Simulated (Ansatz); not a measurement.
Elements on the sites of an ideal diamond lattice, at a guessed lattice constant:

```xyz
20
Lattice="3.1283 3.1283 6.2566 -3.1283 -3.1283 6.2566 9.3849 -6.2566 3.1283" Properties=species:S:1:pos:R:3 pbc="T T T"
C     9.3849   -3.1283    6.2566
Si    7.8208   -4.6925    7.8208
Si    7.8208   -4.6925   14.0774
Si   -1.5642   -1.5642    7.8208
Si    1.5642   -1.5642   10.9491
Sn    6.2566   -3.1283    3.1283
Sn    6.2566   -6.2566    6.2566
Sn    0.0000    0.0000    0.0000
Sn    3.1283    0.0000    3.1283
Sn    3.1283   -3.1283    6.2566
Sn    6.2566    0.0000    6.2566
Sn    6.2566   -3.1283    9.3849
Sn    0.0000    0.0000    6.2566
Sn    3.1283    0.0000    9.3849
Sn    4.6925   -4.6925   10.9491
Sn    4.6925   -1.5642    7.8208
Sn    1.5642   -4.6925    7.8208
Sn    4.6925   -4.6925    4.6925
Sn    1.5642    1.5642    7.8208
Sn    1.5642   -1.5642    4.6925
```

Cell and atoms were relaxed without symmetry on coarser meshes and computed once more. These are results of DFT PBE, scalar-relativistic, plane waves, PAW (Ansatz 0.2.0), not measurements.

Plane waves to 420 eV, a k mesh through Γ of 5×5×3 on the computed 20-atom cell and Gaussian smearing (0.10 eV); no spin polarisation.

The relaxation ran on 2×2×2 (shifted) k points with a smearing of 0.1 eV, from sites shaken by 0.02 Å.

Q: What does the relaxation give?

A: A volume of 30.14 Å³/atom and no gap on the mesh. It lies 0.24 eV/atom above the elements' standard states (static lattices, no corrections for gases). The atoms leave their sites by 0.40 Å (root mean square) and 0.74 Å at most, and the cell stretches by up to 3.0 % at fixed volume.

```
CELL_PARAMETERS angstrom
3.20367 3.17662 6.02414
-3.20524 -3.22381 6.04852
9.40301 -6.20226 3.04058
ATOMIC_POSITIONS crystal
C 0.59250 0.00219 0.82041
Si 0.48935 0.27531 0.81124
Si 0.87155 0.89651 0.81403
Si 0.41774 0.89229 0.95024
Si 0.78922 0.88073 0.19076
Sn 0.15530 0.99366 0.63341
Sn 0.14632 0.54241 0.80510
Sn 0.01699 0.98918 0.98214
Sn 0.43551 0.99240 0.16388
Sn 0.29045 0.49876 0.39880
Sn 0.78746 0.99107 0.40396
Sn 0.67585 0.47399 0.63991
Sn 0.51657 0.51934 0.95672
Sn 0.89396 0.52202 0.19743
Sn 0.55339 0.87623 0.64964
Sn 0.66999 0.38038 0.41069
Sn 0.18816 0.88430 0.39244
Sn 0.07072 0.37925 0.62177
Sn 0.88451 0.37729 0.98604
Sn 0.29217 0.38575 0.17550
```

The final mesh leaves forces up to 0.24 eV/Å and stresses up to 0.1 GPa: the relaxation ran on a coarser mesh, so the cell's shape, its bonds and its energy belong partly to that mesh.

Cost: 2 runs of about 21 core-minutes in all (earlier runs that led there not counted), on Arm Neoverse V2 (shared hosts).